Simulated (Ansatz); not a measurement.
`CC1C=C1` → `[CH3]`• + `[CH]1C=C1`• at 298.15 K and 1 bar (homolysis of the C–C bond).

Calculated with Ansatz (gas phase, PBE0-D4/def2-TZVP geometries, no zero-point term in ΔE). CCSD(T)/CBS adds triple-zeta CCSD(T) − MP2 to the extrapolated MP2 energy (def2 sets, frozen cores). This one scheme is used for every species. Open shells (•) are unrestricted, without spin–orbit coupling.

```tsv
species	CCSD(T)/CBS energy (Eh)	H − E (kJ/mol)	S (J/(mol·K))
`CC1C=C1`	-155.72298	235.8	280.9
`[CH3]`•	-39.78218	88.7	194.6
`[CH]1C=C1`•	-115.78748	123.5	252.5
```

H − E and S are ideal-gas, rigid-rotor, harmonic terms from PBE0-D4/def2-TZVP, with the whole ground term of open shells counted as degenerate. 1 Eh = 2625.50 kJ/mol, R = 8.31446 J/(mol·K).

Task: By hand: ΔE, ΔH, ΔS and ΔG.

Result: ΔE = (-39.78218) + (-115.78748) − (-155.72298) = 0.15332 Eh = 402.5 kJ/mol. Δ(H − E) = 88.7 + 123.5 − 235.8 = -23.6, so ΔH = 378.9 kJ/mol. ΔS = 194.6 + 252.5 − 280.9 = 166.2 J/(mol·K). ΔG = 378.9 − 298.15 × (166.2)/1000 = 329.3 kJ/mol.

Task: By hand: the equilibrium constant, and the temperature at which ΔG would vanish if ΔH and ΔS stayed fixed.

Result: log₁₀ K = −ΔG/(RT ln 10) = -57.7. ΔG = 0 at ΔH/ΔS = 2280 K.

The number of gas molecules changes by +1, which sets the sign of ΔS. A doubt of 5 kJ/mol in ΔE shifts log₁₀ K by 0.9 here. These are equilibria of isolated gas molecules and say nothing of rates. Largest T1 diagnostic: 0.012 (customary marks: 0.02 for closed shells, 0.045 for open ones).
